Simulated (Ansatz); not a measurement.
**CHClF₂O: up Jacob's ladder to CCSD(T)**

How much do the methods differ for CHClF₂O? The plan is to run it at one geometry with functionals of several rungs and with coupled cluster, and see how far each lands from CCSD(T) at the basis-set limit for the atomisation energy.

Computed with Ansatz 0.2.0, Gaussian basis. Level: functionals in def2-TZVPP, the program's frozen cores in correlated methods.

Levels to be run: LDA (SPW92), PBE-D4, revPBE-D4, BLYP-D4, r2SCAN-D4, B97M-V, PBE0-D4, B3LYP-D4, r2SCANh-D4, r2SCAN0-D4, HSE06-D4, BHLYP-D4, CAM-B3LYP-D4, LC-ωPBE, ωB97X-V, ωB97M-V, B2PLYP, PBE-QIDH; CCSD(T)/def2-SVP; CCSD(T)/def2-TZVPP; MP2/def2-QZVPP; extrapolation to the limit; RPA on PBE.

## Step 1: The relaxed structure

The geometry comes from an earlier relaxation with PBE0-D4 in a triple-zeta def2 set; it is a stationary point.

SMILES `OC(F)(F)Cl`, 6 atoms, charge 0, spin multiplicity 1.

Atoms are counted from 1 here; the program's logs count them from 0.

Bond lengths: O1–C2 1.342 Å, O1–H6 0.967 Å, C2–F3 1.344 Å, C2–F4 1.344 Å, C2–Cl5 1.755 Å. Angles: C2–O1–H6 108.3°, O1–C2–F3 111.6°, O1–C2–F4 111.6°, O1–C2–Cl5 109.0°, F3–C2–F4 105.8°, F3–C2–Cl5 109.4°, F4–C2–Cl5 109.4°.

As a file:

| atom | x (Å) | y (Å) | z (Å) |
| --- | --- | --- | --- |
| O1 | 0.1087 | 0.3307 | 1.0413 |
| C2 | 0.0255 | 0.0144 | -0.2606 |
| F3 | -1.2345 | -0.2904 | -0.6154 |
| F4 | 0.7611 | -1.0715 | -0.5536 |
| Cl5 | 0.5881 | 1.3757 | -1.2157 |
| H6 | -0.2068 | -0.4229 | 1.5578 |

## Step 2: LDA

This LDA is Slater exchange with PW92 correlation.

Contents of in.yaml:

```yaml
crystal:
  periodic: [false, false, false]
  atoms:
    - {symbol: O, position_ang: [0.108717, 0.330710, 1.041256]}
    - {symbol: C, position_ang: [0.025461, 0.014403, -0.260606]}
    - {symbol: F, position_ang: [-1.234487, -0.290437, -0.615378]}
    - {symbol: F, position_ang: [0.761149, -1.071462, -0.553581]}
    - {symbol: Cl, position_ang: [0.588076, 1.375689, -1.215667]}
    - {symbol: H, position_ang: [-0.206816, -0.422902, 1.557776]}
basis:
  gaussian: {orbitals: def2-TZVPP}
hamiltonian: {xc: lda}
output: {orbitals: {seedname: orbitals}}
```

The run is started by

```bash
ansatz run in.yaml --threads 2 --pin off --events-out ev --progress --plain --max-ram 4352MiB
```

Further steps of the session: PBE-D4 (GGA); revPBE-D4 (GGA); BLYP-D4 (GGA); r2SCAN-D4 (meta-GGA); B97M-V (meta-GGA); B3LYP-D4 (hybrid); r2SCANh-D4 (hybrid); r2SCAN0-D4 (hybrid); HSE06-D4 (hybrid); BHLYP-D4 (hybrid); CAM-B3LYP-D4 (range-separated); LC-ωPBE (range-separated); ωB97X-V (range-separated); ωB97M-V (range-separated); B2PLYP (double hybrid); PBE-QIDH (double hybrid); CCSD(T) in def2-SVP; CCSD(T) in def2-TZVPP; MP2 in def2-QZVPP; RPA on PBE orbitals.

Q: Predict the results of all the runs planned. Wanted: atomisation energy, CCSD(T)/CBS; farthest beyond LDA; mean size of error, GGA; mean size of error, meta-GGA; mean size of error, hybrid; mean size of error, range-separated; mean size of error, double hybrid; gap, smallest and largest; T1 diagnostic.

The runs gave:

| quantity | value |
| --- | --- |
| atomisation energy, CCSD(T)/CBS | 2205.5 kJ/mol |
| functionals within 11.0 kJ/mol (0.5 %) | BLYP-D4, B97M-V, CAM-B3LYP-D4, ωB97X-V |
| farthest beyond LDA | BHLYP-D4 (-166.4 kJ/mol) |
| mean size of error, GGA | 47.9 kJ/mol |
| mean size of error, meta-GGA | 12.7 kJ/mol |
| mean size of error, hybrid | 50.1 kJ/mol |
| mean size of error, range-separated | 11.2 kJ/mol |
| mean size of error, double hybrid | 28.4 kJ/mol |
| gap, smallest and largest | 7.02 eV (BLYP-D4), 15.11 eV (LC-ωPBE) |
| T1 diagnostic | 0.0112 |
| triples share of the correlation energy | 3.5 % |

**Reading.** The LDA atomisation energy is off by 531.4 kJ/mol (24 %): it overbinds. PBE-D4 is off by +118.4 kJ/mol. Double hybrids carry the basis error of their MP2 part in triple zeta, and no dispersion term here, so their miss is partly the set-up's. By mean error the best rung here is range-separated (11.2 kJ/mol) and the worst beyond LDA is hybrid (50.1 kJ/mol). The gap between the best rungs is small, so their order is not settled. The mean of the hybrids holds BHLYP, with half exact exchange. The reference freezes the cores and leaves out relativity and excitations past (T), so misses under about 11.0 kJ/mol can't be ranked. Hartree-Fock recovers 64 % of the binding; the rest is correlation. CCSD(T) in def2-SVP is off by -138.8 kJ/mol, which most functionals beat. Orbital gaps span 7.0 to 15.1 eV; exact exchange widens them.
